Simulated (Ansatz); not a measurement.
CHCl2F (dichlorofluoromethane): the vertical energy of the triplet above the singlet from total energies

The species is CHCl2F (5 atoms), meant as a singlet with charge 0. SMILES: `FC(Cl)Cl`. The coordinates come from a PBE0-D4/def2-TZVP relaxation.

```xyz
5

F    -0.5906    0.1325    1.2304
C     0.0064    0.0994    0.0307
Cl    1.4599   -0.8868    0.1269
Cl   -1.1204   -0.5252   -1.1671
H     0.2946    1.1064   -0.2625
```

Both states at this one shape; open shells run unrestricted unless said. 1 Eh = 27.2114 eV.

```
                                      level  program  singlet CHCl2F (Eh)  triplet CHCl2F (Eh)
                          r2SCAN0/def2-SVPD   Ansatz         -1058.415671         -1058.171019
RPA@PBE0/def2-SVPD, 12 core orbitals frozen   Ansatz         -1057.350676         -1057.102052
 CCSD(T)/def2-SVPD, 12 core orbitals frozen   Ansatz         -1057.167428         -1056.909927
```

Work out the vertical gap, second state less first, at each level.


1. r2SCAN0/def2-SVPD: -1058.171019 − (-1058.415671) = 0.244652 Eh = 6.66 eV.
2. RPA@PBE0/def2-SVPD: -1057.102052 − (-1057.350676) = 0.248624 Eh = 6.77 eV.
3. CCSD(T)/def2-SVPD: -1056.909927 − (-1057.167428) = 0.257501 Eh = 7.01 eV.

No measured value is set beside it here; the levels span 6.66 to 7.01 eV.
